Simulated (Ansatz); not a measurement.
`O[BH][AlH2]` and `OB[SiH3]` differ in one atom or group.

Ansatz, PBE0-D4/def2-TZVP geometries, multiplicity 1. Each molecule was computed in one conformer, which needn't be the lowest.

```
                                                                                  property  `O[BH][AlH2]`
ideal-gas entropy at 298 K and 1 bar (rigid rotor, harmonic PBE0-D4/def2-TZVP) / J/(mol·K)            296
                                                         HOMO energy (PBE/def2-TZVPP) / eV          -5.82
                                                        HOMO energy (PBE0/def2-TZVPP) / eV          -7.00
                                                      HOMO–LUMO gap (PBE0/def2-TZVPP) / eV           5.47
                                                     HOMO–LUMO gap (B3LYP/def2-TZVPP) / eV           5.08
                                                   HOMO–LUMO gap (ωB97M-V/def2-TZVPP) / eV           9.20
```

Task: What does the change do to each property? (Best estimate.)

Result: Computed: 
```tsv
property	`OB[SiH3]`	shift
ideal-gas entropy at 298 K and 1 bar (rigid rotor, harmonic PBE0-D4/def2-TZVP) / J/(mol·K)	296	0
HOMO energy (PBE/def2-TZVPP) / eV	-6.62	-0.80
HOMO energy (PBE0/def2-TZVPP) / eV	-7.89	-0.89
HOMO–LUMO gap (PBE0/def2-TZVPP) / eV	6.82	1.35
HOMO–LUMO gap (B3LYP/def2-TZVPP) / eV	6.43	1.35
HOMO–LUMO gap (ωB97M-V/def2-TZVPP) / eV	10.96	1.76
```

With PBE0 the HOMO falls by 0.89 eV and the LUMO rises by 0.46 eV, so the gap widens by about 1.35 eV. PBE moves the HOMO by -0.80 eV and ωB97M-V by -0.94 eV. The zero-point energy changes by 30.9 kJ/mol with +3 modes.

B3LYP here is the variant with VWN-RPA as its local correlation; programs differ in this.
